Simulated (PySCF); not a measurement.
PySCF input (BP86/def2-SVP):

```python
from pyscf import gto, dft

mol = gto.M(
    atom='''
    F    -0.00000000   -0.00000000   -0.10164744
    H     0.00000000    0.00000000    0.91482694
    ''',
    basis='def2-svp',
    charge=1,
    spin=1,
    symmetry='C2v',
    verbose=4,
)

mf = dft.UKS(mol, xc='bp86')
mf.grids.level = 3
mf.conv_tol = 1e-9
mf.max_cycle = 100
mf.max_memory = 1500
mf.kernel()
if not mf.converged:
    mf = mf.newton()
    mf.kernel(mf.make_rdm1())
mf.dip_moment()
```

Output:

```
PySCF version 2.14.0

[INPUT] verbose = 4
[INPUT] num. atoms = 2
[INPUT] num. electrons = 9
[INPUT] charge = 1
[INPUT] spin (= nelec alpha-beta = 2S) = 1
[INPUT] symmetry C2v subgroup None
[INPUT] Mole.unit = angstrom
[INPUT] Symbol           X                Y                Z      unit          X                Y                Z       unit  Magmom
[INPUT]  1 F      0.000000000000   0.000000000000  -0.101647440000 AA    0.000000000000   0.000000000000  -0.192085822863 Bohr   0.0
[INPUT]  2 H      0.000000000000   0.000000000000   0.914826940000 AA    0.000000000000   0.000000000000   1.728772367974 Bohr   0.0

nuclear repulsion = 4.68540574360566
point group symmetry = Coov, use subgroup C2v
symmetry origin: [ 0.00000000e+00  0.00000000e+00 -3.77945228e-09]
symmetry axis x: [1. 0. 0.]
symmetry axis y: [0. 1. 0.]
symmetry axis z: [0. 0. 1.]
num. orbitals of irrep A1 = 10
num. orbitals of irrep A2 = 1
num. orbitals of irrep B1 = 4
num. orbitals of irrep B2 = 4
number of shells = 9
number of NR pGTOs = 31
number of NR cGTOs = 19
basis = def2-svp
ecp = {}

******** <class 'pyscf.dft.uks_symm.SymAdaptedUKS'> ********
method = SymAdaptedUKS
initial guess = minao
damping factor = 0
level_shift factor = 0
DIIS = <class 'pyscf.scf.diis.CDIIS'>
diis_start_cycle = 1
diis_space = 8
diis_damp = 0
SCF conv_tol = 1e-09
SCF conv_tol_grad = None
SCF max_cycles = 100
direct_scf = True
direct_scf_tol = 1e-13
number electrons alpha = 5  beta = 4
XC library pyscf.dft.libxc version 7.1.2
    S. Lehtola, C. Steigemann, M. J. T. Oliveira, and M. A. L. Marques,  SoftwareX 7, 1–5 (2018)
XC functionals = bp86
    A. D. Becke,  Phys. Rev. A 38, 3098 (1988)
    J. P. Perdew,  Phys. Rev. B 33, 8822 (1986)
    J. P. Perdew,  Phys. Rev. B 34, 7406–7406 (1986)
radial grids:
    Treutler-Ahlrichs [JCP 102, 346 (1995); DOI:10.1063/1.469408] (M4) radial grids

becke partition: Becke, JCP 88, 2547 (1988); DOI:10.1063/1.454033
pruning grids: <function nwchem_prune>
grids dens level: 3
symmetrized grids: C2v
atomic radii adjust function: <function treutler_atomic_radii_adjust>
small_rho_cutoff = 0
Freeze 0 electrons in irreps []
    9 free electrons in irreps A1 A2 B1 B2
Set gradient conv threshold to 3.16228e-05
tot grids = 24072
init E= -100.257748695822
alpha HOMO (B2) = -0.449350233666921  LUMO (A1) = -0.0211686281709187
beta  HOMO (B1) = -0.449350233666923  LUMO (B2) = -0.449350233666921

WARN: HOMO -0.449350233666921 >= LUMO -0.449350233666921

WARN: alpha-B1 HOMO -0.449350233666923 > system LUMO -0.449350233666921

WARN: alpha-B2 HOMO -0.449350233666921 > system LUMO -0.449350233666921

WARN: beta-B1 HOMO -0.449350233666923 > system LUMO -0.449350233666921

cycle= 1 E= -99.7503457989258  delta_E= 0.507  |g|= 0.252  |ddm|= 0.878
alpha HOMO (B1) = -0.978564768924335  LUMO (A1) = -0.433706862368191
beta  HOMO (B1) = -0.950341972813938  LUMO (B2) = -0.915598077438298
  HOMO = -0.950341972814  LUMO = -0.915598077438  gap/eV = 0.94543
cycle= 2 E= -99.7579627660355  delta_E= -0.00762  |g|= 0.213  |ddm|= 0.265
alpha HOMO (B1) = -0.890716621431851  LUMO (A1) = -0.401100708194274
beta  HOMO (B1) = -0.862251963170181  LUMO (B2) = -0.826598885163083
  HOMO = -0.86225196317  LUMO = -0.826598885163  gap/eV = 0.97017
cycle= 3 E= -99.7719836040604  delta_E= -0.014  |g|= 0.0434  |ddm|= 0.14
alpha HOMO (B1) = -0.901084292539486  LUMO (A1) = -0.395402423628388
beta  HOMO (B1) = -0.87203334156527  LUMO (B2) = -0.833768928828023
  HOMO = -0.872033341565  LUMO = -0.833768928828  gap/eV = 1.04123
cycle= 4 E= -99.772674492006  delta_E= -0.000691  |g|= 0.00511  |ddm|= 0.0311
alpha HOMO (B1) = -0.900280729359644  LUMO (A1) = -0.395201818671733
beta  HOMO (B1) = -0.870923366542698  LUMO (B2) = -0.831964081076627
  HOMO = -0.870923366543  LUMO = -0.831964081077  gap/eV = 1.06014
cycle= 5 E= -99.7726843130317  delta_E= -9.82e-06  |g|= 0.000422  |ddm|= 0.00351
alpha HOMO (B1) = -0.900300093905483  LUMO (A1) = -0.395152295526045
beta  HOMO (B1) = -0.870838025906842  LUMO (B2) = -0.831853515703284
  HOMO = -0.870838025907  LUMO = -0.831853515703  gap/eV = 1.06082
cycle= 6 E= -99.7726844908659  delta_E= -1.78e-07  |g|= 0.000105  |ddm|= 0.000629
alpha HOMO (B1) = -0.900332865871146  LUMO (A1) = -0.395104813953564
beta  HOMO (B1) = -0.870849044489859  LUMO (B2) = -0.831870560599788
  HOMO = -0.87084904449  LUMO = -0.8318705606  gap/eV = 1.06066
cycle= 7 E= -99.7726845004287  delta_E= -9.56e-09  |g|= 1.1e-05  |ddm|= 0.000155
alpha HOMO (B1) = -0.900330566017087  LUMO (A1) = -0.395100126224985
beta  HOMO (B1) = -0.870846601971882  LUMO (B2) = -0.831867939524295
  HOMO = -0.870846601972  LUMO = -0.831867939524  gap/eV = 1.06066
cycle= 8 E= -99.7726845005146  delta_E= -8.59e-11  |g|= 4.67e-07  |ddm|= 1.45e-05
alpha HOMO (B1) = -0.900330466932136  LUMO (A1) = -0.395099863794836
beta  HOMO (B1) = -0.870846673318799  LUMO (B2) = -0.831867964611726
  HOMO = -0.870846673319  LUMO = -0.831867964612  gap/eV = 1.06066
Extra cycle  E= -99.7726845005148  delta_E= -1.28e-13  |g|= 1.43e-07  |ddm|= 6.94e-07
converged SCF energy = -99.7726845005148  <S^2> = 0.75135403  2S+1 = 2.0013536

WARN: System has nonzero charge 1; the dipole moment is origin-dependent.
Location of origin: [0. 0. 0.]

Dipole moment(X, Y, Z, Debye):  0.00000,  0.00000,  2.37705
```

The dipole moment of an ion depends on the origin.
